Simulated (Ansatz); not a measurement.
We consider GaS (P6₃/mmc, No. 194), described by rVV10 (Ansatz, a quantum-chemistry and plane-wave program, PAW).

Settings: plane-wave cutoff 500 eV, 12×12×4 k mesh (along the axes of the cell as run), gaussian smearing 0.02 eV, scalar-relativistic PAW data made under PBE.

Computed at the level's own relaxed cell.

Problem. What does this level give for the volume per atom, equilibrium lattice constant a and c axis length?

Solution. 
- volume per atom = 22.44 Å³/atom
- equilibrium lattice constant a = 3.651 Å
- c axis length = 15.548 Å

Cost on a shared machine: around 3 core-minutes (rough).
